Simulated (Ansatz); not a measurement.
System: fluorite CeO2. Method: PBEsol-D3(BJ) (Ansatz, a quantum-chemistry and plane-wave program, PAW).

Numerical settings: plane-wave cutoff 520 eV, 12×12×12 k mesh, Fermi–Dirac smearing 0.01 eV, no spin polarisation, scalar-relativistic PAW data made under PBE.

Energies at three volumes about the minimum:

```json
[
 {"V (Å³/atom)": "12.634", "E − E_lowest (meV/atom)": "3.35"},
 {"V (Å³/atom)": "12.892", "E − E_lowest (meV/atom)": "0.00"},
 {"V (Å³/atom)": "13.150", "E − E_lowest (meV/atom)": "3.11"}
]
```

Task: Fit a parabola by hand: where is the minimum, what lattice constant follows, and what is the bulk modulus?

Result: Slopes: (0.00 − 3.35)/(12.892 − 12.634) = -12.984 and (3.11 − 0.00)/(13.150 − 12.892) = 12.054 meV/Å³. Curvature E″ = 2 × (12.054 − (-12.984))/(13.150 − 12.634) = 97.047 meV/Å⁶. From the middle of the first interval, the slope vanishes at V0 = 12.7630 − (-12.984)/97.047 = 12.897 Å³/atom. B = V0 E″ = 12.897 × 97.047 meV/Å³ × 0.1602 GPa per meV/Å³ = 201 GPa. With 12 atoms in the cube, a = (12 × 12.897)^(1/3) = 5.369 Å. The full Birch–Murnaghan fit to all volumes gives V0 = 12.892 Å³/atom and B0 = 200 GPa.

Measured, for comparison: bulk modulus 220 ± 9 GPa (room temperature, no zero-point or thermal correction, our sources range from 220 to 230; as tabulated in High Pressure Brillouin Spectroscopy and X-ray Diffraction of Cerium Dioxide …); lattice constant a 5.391 Å (0 K, extrapolated to 0 K; as tabulated in Stimac et al. (2024), arXiv:2411.06536). Computed (rounded) less measured: bulk modulus -9 % (-9 % to -13 % over the range).
